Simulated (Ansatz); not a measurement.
# AlBH5N: vertical and adiabatic energies of changing the electron count from a Python script

The task is vertical and adiabatic energies of changing the electron count, for AlBH5N.

Program: Ansatz 0.2.0, driven from Python. Level of theory: r2SCAN+D4/6-31G*. These are calculated values, not measurements.

## 1. The system

Bond lengths: B1–N2 1.480 Å, N2–Al3 1.896 Å, B1–H4 1.130 Å, B1–H5 1.225 Å, N2–H6 1.044 Å, Al3–H7 1.629 Å, Al3–H8 1.546 Å. Angles: B1–N2–Al3 105.0°, B1–N2–H6 108.6°, Al3–N2–H6 108.0°, N2–B1–H4 122.1°, N2–B1–H5 120.6°, H4–B1–H5 115.7°, N2–Al3–H7 118.4°, N2–Al3–H8 120.5°, H7–Al3–H8 114.2°.

The script holds or builds the structure itself.

## 2. The script

Input file run_adiabatic.py:

```python
'''How AlBH5N relaxes after losing an electron.'''

import ansatz as az
import numpy as np

GEOMETRY = '''
B    -0.68040    0.78550   -0.70180
N     0.18380    0.80340    0.49960
Al    0.94810   -0.93030    0.57860
H    -1.58460    0.11260   -0.78180
H    -0.60700    1.67850   -1.53690
H    -0.41960    0.92870    1.34250
H     2.16350   -1.28790   -0.44550
H     0.08840   -2.14770    0.98960
'''


def main() -> None:
    mol = az.Crystal.molecule()
    for line in GEOMETRY.strip().splitlines():
        symbol, *xyz = line.split()
        mol = mol.atom(symbol, [float(v) for v in xyz])

    calculation = (
        mol.calculation()
        .basis(gaussian='6-31G*')
        .functional('r2scan', dispersion='d4')
    )
    symbols = [site.symbol for site in mol.cartesian_sites]
    start = np.array([site.position_ang for site in mol.cartesian_sites], dtype=float)
    summary = calculation.relax(force_tolerance=0.01, max_steps=100).run().report
    end = np.array(summary['positions_ang'])

    minimum = az.Crystal.molecule()
    for symbol, place in zip(symbols, end):
        minimum = minimum.atom(symbol, place.tolist())
    ion = (
        minimum.calculation()
        .basis(gaussian='6-31G*')
        .functional('r2scan', dispersion='d4')
        .charge(1)
        .spin('collinear', total=1)
    )
    vertical = ion.run().report
    settled = ion.relax(force_tolerance=0.01, max_steps=80).run().report
    print(f'vertical ionisation energy   {vertical["free_energy_ev"] - summary["free_energy_ev"]:.3f} eV')
    print(f'adiabatic, no zero point     {settled["free_energy_ev"] - summary["free_energy_ev"]:.3f} eV')
    print(f'relaxation energy of the ion {vertical["free_energy_ev"] - settled["free_energy_ev"]:.3f} eV')
    ionised = np.array(settled['positions_ang'])
    print('final positions (A) and the move of each atom')
    for symbol, xyz, old in zip(symbols, ionised, end):
        print(f'{symbol:2s} {xyz[0]:10.5f} {xyz[1]:10.5f} {xyz[2]:10.5f}   {np.linalg.norm(xyz - old):7.4f}')


if __name__ == '__main__':
    main()
```

## 3. Running it

Run with:

```bash
> python run_adiabatic.py
```

Q: Predict the main results. Wanted: vertical ionisation energy; adiabatic ionisation energy, no zero point.

The runs gave:

| quantity | value |
| --- | --- |
| vertical ionisation energy | 10.280 eV |
| adiabatic ionisation energy, no zero point | 9.525 eV |
| runs compared | 3 |

The ionisation energy is a difference of two total energies at the neutral geometry; letting the ion relax lowers it by 0.75 eV. The dearest, run 3, took some 8.2 times as long as run 2. Run 1: The relaxation took 12 moves; the largest shift is 1.565 Å, of atom 4 (H). So large a move can change the bonding: the results belong to the relaxed structure. Run 3: After 21 moves the largest shift is 1.321 Å, of atom 5 (H). The energies are electronic: no zero-point or thermal terms, and the basis set is short of its limit. The product may relax into another structure. The relaxation finds the nearest minimum, so the adiabatic value is an upper bound.
